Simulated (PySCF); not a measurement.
Job file and geometry (Å, from GFN2-xTB, dihedral held) of a spin–spin coupling run on 3-butyn-1-ol, C4H6O, B3LYP/pcJ-1 indirect spin-spin coupling, non-relativistic, gas phase (PySCF 2.14.0, density-fitted response routines); density fitting, a coarse starting grid and PySCF grid level 2 are the driver's defaults:

```
{"job": {"kind": "j", "xc": "B3LYP", "basis": "pcJ-1"}, "charge": 0, "multiplicity": 1}
C      2.543439     0.403940     0.195392
C      1.467498    -0.111332     0.104161
C      0.157664    -0.716060    -0.005257
C     -0.950139     0.339387     0.037386
O     -2.188574    -0.328545    -0.074364
H      3.494339     0.839197     0.274321
H      0.006382    -1.420371     0.816587
H      0.083374    -1.269046    -0.945116
H     -0.814777     1.050412    -0.790791
H     -0.892433     0.897989     0.983299
H     -2.901356     0.317088    -0.051546
```

**Question.** Write the output of this run.

**Answer.** 
```
coarse grid: 9152 points
cycle   1  E = -231.0460075223  dE =  5.566e-01  |g| = 7.205e-01  |ddm| = 2.835e+00
cycle   2  E = -230.9618909245  dE =  8.412e-02  |g| = 1.011e+00  |ddm| = 1.693e+00
cycle   3  E = -231.1414071034  dE = -1.795e-01  |g| = 1.113e-01  |ddm| = 1.127e+00
cycle   4  E = -231.1435390396  dE = -2.132e-03  |g| = 4.374e-02  |ddm| = 1.184e-01
cycle   5  E = -231.1438236694  dE = -2.846e-04  |g| = 2.806e-02  |ddm| = 4.341e-02
cycle   6  E = -231.1440107535  dE = -1.871e-04  |g| = 3.739e-03  |ddm| = 1.865e-02
cycle   7  E = -231.1440140520  dE = -3.298e-06  |g| = 3.656e-04  |ddm| = 2.642e-03
final grid: 88272 points
cycle   8  E = -231.1959305645  dE = -1.109e-04  |g| = 5.371e-03  |ddm| = 2.256e-02
cycle   9  E = -231.1959276707  dE =  2.894e-06  |g| = 6.238e-03  |ddm| = 8.048e-03
cycle  10  E = -231.1959361693  dE = -8.499e-06  |g| = 1.424e-03  |ddm| = 5.074e-03
cycle  11  E = -231.1959364285  dE = -2.592e-07  |g| = 9.048e-04  |ddm| = 1.447e-03
cycle  12  E = -231.1959366123  dE = -1.838e-07  |g| = 2.350e-04  |ddm| = 6.091e-04
cycle  13  E = -231.1959366238  dE = -1.154e-08  |g| = 2.397e-05  |ddm| = 1.759e-04
cycle  14  E = -231.1959366239  dE = -8.879e-11  |g| = 9.910e-06  |ddm| = 2.712e-05
converged SCF energy = -231.1959366239

Indirect spin-spin couplings (Hz)
  i      j    bonds     total        FC       PSO       DSO        SD
  0 C    1 C    1    197.895   190.110     7.688     0.096         -
  0 C    2 C    2     11.913    12.226    -0.169    -0.144         -
  0 C    3 C    3      2.924     3.034    -0.060    -0.051         -
  0 C    4 O    4     -1.210    -1.159    -0.091     0.040         -
  0 C    5 H    1    261.980   262.567    -1.004     0.417         -
  0 C    6 H    3      4.554     4.257     0.748    -0.451         -
  0 C    7 H    3      4.553     4.257     0.747    -0.451         -
  0 C    8 H    4     -0.267    -0.200     0.063    -0.130         -
  0 C    9 H    4     -0.267    -0.200     0.063    -0.130         -
  0 C   10 H    5      0.628     0.599     0.350    -0.321         -
  1 C    2 C    1     73.336    74.922    -1.802     0.216         -
  1 C    3 C    2     -0.316    -0.364     0.006     0.042         -
  1 C    4 O    3     -7.925    -7.959    -0.002     0.035         -
  1 C    5 H    2     51.945    47.205     5.973    -1.233         -
  1 C    6 H    2    -10.877   -10.772     0.015    -0.120         -
  1 C    7 H    2    -10.864   -10.759     0.016    -0.120         -
  1 C    8 H    3      1.660     1.586    -0.032     0.107         -
  1 C    9 H    3      1.656     1.581    -0.032     0.106         -
  1 C   10 H    4      2.422     2.427     0.395    -0.400         -
  2 C    3 C    1     40.118    40.395    -0.503     0.226         -
  2 C    4 O    2    -13.347   -13.493     0.153    -0.007         -
  2 C    5 H    3      3.478     3.406     0.573    -0.501         -
  2 C    6 H    1    139.728   138.091     0.762     0.875         -
  2 C    7 H    1    139.810   138.174     0.762     0.875         -
  2 C    8 H    2     -2.337    -2.293     0.073    -0.117         -
  2 C    9 H    2     -2.316    -2.272     0.074    -0.117         -
  2 C   10 H    3     12.382    12.412     0.706    -0.736         -
  3 C    4 O    1     19.446    20.654    -1.114    -0.093         -
  3 C    5 H    4     -2.729    -2.680     0.193    -0.243         -
  3 C    6 H    2     -7.449    -7.418     0.063    -0.093         -
  3 C    7 H    2     -7.437    -7.406     0.063    -0.094         -
  3 C    8 H    1    147.619   146.647     0.038     0.935         -
  3 C    9 H    1    147.703   146.731     0.037     0.935         -
  3 C   10 H    2     -1.511    -1.634     0.751    -0.628         -
  4 O    6 H    3     -1.626    -1.521    -0.088    -0.017         -
  4 O    7 H    3     -1.624    -1.519    -0.087    -0.017         -
  4 O    8 H    2     -2.905    -2.486    -0.623     0.204         -
  4 O    9 H    2     -2.920    -2.501    -0.623     0.203         -
  4 O   10 H    1    -74.391   -61.553   -12.545    -0.293         -
  5 H    6 H    4     -3.920    -3.857     1.539    -1.601         -
  5 H    7 H    4     -3.920    -3.857     1.538    -1.601         -
  6 H    7 H    2    -16.876   -17.030     2.370    -2.217         -
  6 H    8 H    3     13.308    13.409     2.774    -2.875         -
  6 H    9 H    3      5.449     5.514     0.307    -0.373         -
  6 H   10 H    4     -0.413    -0.275     2.442    -2.580         -
  7 H    8 H    3      5.446     5.511     0.307    -0.373         -
  7 H    9 H    3     13.314    13.414     2.774    -2.875         -
  7 H   10 H    4     -0.413    -0.275     2.438    -2.577         -
  8 H    9 H    2     -7.606    -7.670     2.186    -2.122         -
  8 H   10 H    3      1.167     1.368     0.830    -1.031         -
  9 H   10 H    3      1.134     1.336     0.837    -1.039         -
```

The geometry is no minimum: GFN2-xTB, dihedral held.

Size and cost of the density-fitted run: 195 basis functions, 11 s wall time on 1 thread of an x86-64 server CPU, shared host.
